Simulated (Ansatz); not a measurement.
# CH5N: a nudged elastic band in two tries

Aim: a band of images between two relaxed ends for this system. SMILES of the start: CN.

All numbers below are computed with Ansatz 0.2.0 (RKS CAM-B3LYP-D4/def2-mTZVP).

## Step 1: The structure to begin with

Bond lengths: C1–N2 1.458 Å, C1–H3 1.098 Å, C1–H4 1.090 Å, C1–H5 1.090 Å, N2–H6 1.014 Å, N2–H7 1.014 Å. Angles: C1–N2–H6 110.7°, C1–N2–H7 110.7°, H6–N2–H7 107.0°, N2–C1–H3 115.2°, N2–C1–H4 109.3°, N2–C1–H5 109.3°, H3–C1–H4 107.9°, H3–C1–H5 107.9°, H4–C1–H5 107.0°.

Coordinates:

```xyz
7

C    -0.4769   -0.1394   -0.2828
N     0.8026    0.3908    0.1728
H    -0.9855   -0.8055    0.4261
H    -0.3290   -0.6901   -1.2115
H    -1.1507    0.6872   -0.5072
H     1.4521   -0.3615    0.3721
H     0.6873    0.9185    1.0306
```

## Step 2: First attempt

Input file input.yaml:

```yaml
crystal:
  periodic: [false, false, false]
  atoms:
    - { symbol: C, position_ang: [-0.4769, -0.139426, -0.282835] }
    - { symbol: "N", position_ang: [0.802649, 0.390828, 0.172783] }
    - { symbol: H, position_ang: [-0.9855, -0.805469, 0.426084] }
    - { symbol: H, position_ang: [-0.328971, -0.690085, -1.211534] }
    - { symbol: H, position_ang: [-1.15069, 0.68718, -0.507187] }
    - { symbol: H, position_ang: [1.452103, -0.361513, 0.372108] }
    - { symbol: H, position_ang: [0.68731, 0.918485, 1.030571] }
basis:
  gaussian: { orbitals: def2-mTZVP }
hamiltonian:
  xc: cam_b3lyp
  dispersion: d4
neb:
  order_check: false
  images: 6
  f_tol: 0.05
  max_iterations: 8
  climbing: false
  final_atoms:
    - { symbol: C, position_ang: [-0.86564015, -0.44236733, -0.14434593] }
    - { symbol: "N", position_ang: [0.58371585, 0.09237893, -0.05776221] }
    - { symbol: H, position_ang: [-1.14259487, -0.61880089, 0.90063122] }
    - { symbol: H, position_ang: [0.89354479, 0.29182697, -1.00503241] }
    - { symbol: H, position_ang: [-1.44457336, 0.42342001, -0.48369518] }
    - { symbol: H, position_ang: [1.17146901, -0.66827937, 0.27237339] }
    - { symbol: H, position_ang: [0.80407973, 0.92182169, 0.51782112] }
  initial_path: idpp
  relax_end_points: true
```

Started as:

```console
$ ansatz run input.yaml --threads 1 --pin off --max-ram 2048MiB --backend cpu --events-out ev --progress --plain --runs-dir out
```

Before running it: what results should come out? Wanted: first try.

**Answer**, as computed:

| quantity | value |
| --- | --- |
| first try | refused |
| cause | relaxing the ends inside the band is not offered in a Gaussian basis |

In words: The fault in the first input was caught at the input check and cost nothing.
